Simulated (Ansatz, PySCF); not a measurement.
Species: NO, charge 0, multiplicity 2. SMILES: O=[N]
Geometry: optimised at B3LYP-D3(BJ)/def2-TZVP (Ansatz, a first-principles code).

Wanted: atomisation energy, in kcal/mol. Terms: UHF or UKS for open shells; no spin-orbit coupling; atomisation electronic, to ground-state atoms; 6-31G* and kin with 6d, 5d where marked; non-relativistic. Ab initio and DFT rows: single points at B3LYP-D3(BJ) geometries (Ansatz).

```
species  coefficient  E at B3LYP/6-31G* (Ansatz), Eh  E at M06-2X/def2-TZVPD (PySCF), Eh
-------  -----------  ------------------------------  ----------------------------------
[N]=O             -1                      -129.88776                          -129.89565
N atom            +1                       -54.58449                           -54.58717
O atom            +1                       -75.06062                           -75.06660
```

 1 Eh = 627.5095 kcal/mol.

### Question
Compute it at each level from the table.

### Answer

- B3LYP/6-31G*: the sum of coefficient times E is 0.24265 Eh, or 152.27 kcal/mol. Result: 152.3 kcal/mol.
- M06-2X/def2-TZVPD: the sum of coefficient times E is 0.24188 Eh, or 151.78 kcal/mol. Result: 151.8 kcal/mol.
